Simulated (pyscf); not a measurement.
**H₃C–S•, doublet**

Gas-phase minimum from PySCF at ωB97X-D3(BJ)/def2-SVP, one conformer. Other isomers of H₃C–S• were not searched in full and may lie lower. 

SMILES: C[S]
```xyz
5

C      0.2667    -0.0818    -0.2909
S      0.3572    -0.0535    -2.0799
H     -0.2445     0.8062     0.1105
H     -0.2063    -1.0018     0.0845
H      1.3074    -0.0651     0.0799
```
Charge 0, spin multiplicity 2.

Bonded distances (Å): C1–S2 1.791, C1–H3 1.101, C1–H4 1.101, C1–H5 1.105. Bond angles (°): S2–C1–H3 112.0, S2–C1–H4 112.1, S2–C1–H5 106.7, H3–C1–H4 110.5, H3–C1–H5 107.6, H4–C1–H5 107.6.

Properties at ωB97X-D3(BJ)/def2-SVP:

```json
{
  "harmonic_wavenumbers_unscaled": "610, 759, 872, 1335, 1375, 1462, 3051, 3147, 3170 cm⁻¹",
  "zero_point_energy": "22.6 kcal/mol",
  "rotational_symmetry_number": "1",
  "Entropy of this conformer at 298 K and 1 atm, rigid rotor and harmonic oscillator, modes under 100 cm⁻¹ raised to 100": "249.8 J/(mol K)",
  "dipole_moment": "1.64 D",
  "Spin expectation value S2": "0.753"
}
```

Single-point totals, which compare only within one level (frozen core for MP2 and CC):

| level | total energy (hartree) |
|---|---|
| ωB97X-D3(BJ)/def2-TZVP | -438.11706 |
| PBE/def2-TZVP | -437.85292 |
| r²SCAN/def2-TZVP | -438.02915 |
| B3LYP-D3(BJ)/def2-TZVP | -438.11034 |
| PBE0-D3(BJ)/def2-TZVP | -437.89569 |
| M06-2X/def2-TZVP | -438.04005 |
| ωB97M-D3(BJ)/def2-TZVP | -438.13778 |
| UHF/def2-TZVPP | -437.14649 |
| MP2/def2-TZVPP | -437.47174 |
| CCSD/def2-TZVPP | -437.50661 |
| CCSD(T)/def2-TZVPP | -437.52076 |

The CCSD(T) − MP2 part came from Ansatz, without density fitting, on the same reference. The orbital near-degeneracy of the XH₃O or XH₃S radical is left out.
